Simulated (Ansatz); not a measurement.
# AlPH (quartet): the correlation ladder at scale of all distances = 1.300, 6-31G

How much of the correlation energy of AlPH (quartet) does each wave-function method recover here?

The runs use Ansatz 0.2.0, Gaussian basis; 6-31G, core rule «outside noble gas», up to 10 orbitals frozen.

The runs, in order: UHF; CCSD(T) on ROHF; CCSD(T) on UHF; BCCD(T) on ROHF; CISD; CCSDT(Q) on ROHF; CCSDT(Q) on UHF; CCSDTQ on ROHF; CASSCF and MRCISD+Q, 5 electrons in 5 orbitals; CASSCF and NEVPT2, 5 electrons in 5 orbitals; CASSCF and MRCISD+Q, 9 electrons in 9 orbitals; CASSCF and NEVPT2, 9 electrons in 9 orbitals; Full CI.

16 further runs of the same task are left out: 11 that didn't finish, 5 set aside as unsound or not needed.

## 1. What is computed

The geometry derives from a PBE0/def2-TZVP stationary point (not a proven minimum). All distances are scaled together.

3 atoms, charge 0, spin multiplicity 4.

Atoms are counted from 1 here; the program's logs count them from 0.

No contacts short enough for the rule that draws bonds.

## 2. UHF

Input file in.yaml:

```yaml
crystal:
  periodic: [false, false, false]
  atoms:
    - {symbol: Al, position_ang: [0.000000, -0.140005, 1.609026]}
    - {symbol: P, position_ang: [0.000000, 0.066312, -1.486208]}
    - {symbol: H, position_ang: [0.000000, 1.710050, 2.598826]}
basis:
  gaussian: {orbitals: 6-31G}
magnetization: {spin_polarized: true, initial_magnetization: 3}
hamiltonian: {xc: hf}
output: {orbitals: {seedname: orbitals}}
```

On the command line:

```sh
$ ansatz run in.yaml --threads 1 --pin off --events-out ev --progress --plain --max-ram 2393MiB
```

The runs that follow: CCSD(T) on ROHF; CCSD(T) on UHF; BCCD(T) on ROHF; CISD; CCSDT(Q) on ROHF; CCSDT(Q) on UHF; CCSDTQ on ROHF; CASSCF and MRCISD+Q, 5 electrons in 5 orbitals; CASSCF and NEVPT2, 5 electrons in 5 orbitals; CASSCF and MRCISD+Q, 9 electrons in 9 orbitals; CASSCF and NEVPT2, 9 electrons in 9 orbitals; Full CI.

**Question.** What will the summary of the whole plan be? Wanted: FCI below the RHF energy; RMP2 from FCI; UMP2 from FCI; RCCSD from FCI; RCCSD(T) from FCI; UCCSD(T) from FCI; RCCSDT(Q) from FCI; UCCSDT(Q) from FCI; NEVPT2 pair from FCI.

**Answer**, as computed:

| quantity | value |
| --- | --- |
| FCI below the RHF energy | -2.1804 eV |
| RMP2 from FCI | +19.64 kcal/mol |
| UMP2 from FCI | +18.35 kcal/mol |
| RCCSD from FCI | +1.40 kcal/mol |
| RCCSD(T) from FCI | +0.58 kcal/mol |
| UCCSD(T) from FCI | +0.54 kcal/mol |
| RCCSDT(Q) from FCI | +0.02 kcal/mol |
| UCCSDT(Q) from FCI | +0.02 kcal/mol |
| NEVPT2 pair from FCI | +15.43 kcal/mol |
| NEVPT2 valence from FCI | +5.81 kcal/mol |
| MRCISD+Q valence from FCI | +0.35 kcal/mol |
| levels within 1 kcal/mol (43 meV) | RCCSD(T), UCCSD(T), BCCD(T), RCCSDT, UCCSDT, RCCSDT(Q), UCCSDT(Q), RCCSDTQ, MRCISD valence, MRCISD+Q valence |
| T1 diagnostic | 0.060 |
| effectively unpaired electrons | 3.11 |

RCCSD(T) misses by +0.58 kcal/mol, 1.2 % of the correlation energy. The occupations are near whole numbers, but T1 = 0.060 shows that the orbitals relax strongly. Of the multireference levels listed MRCISD+Q valence comes nearest in total energy (+0.35 kcal/mol), which doesn't show that its space is the better one. These misses are within one basis, not against nature; the frozen cores of restricted and unrestricted runs differ, which can shift their rows.
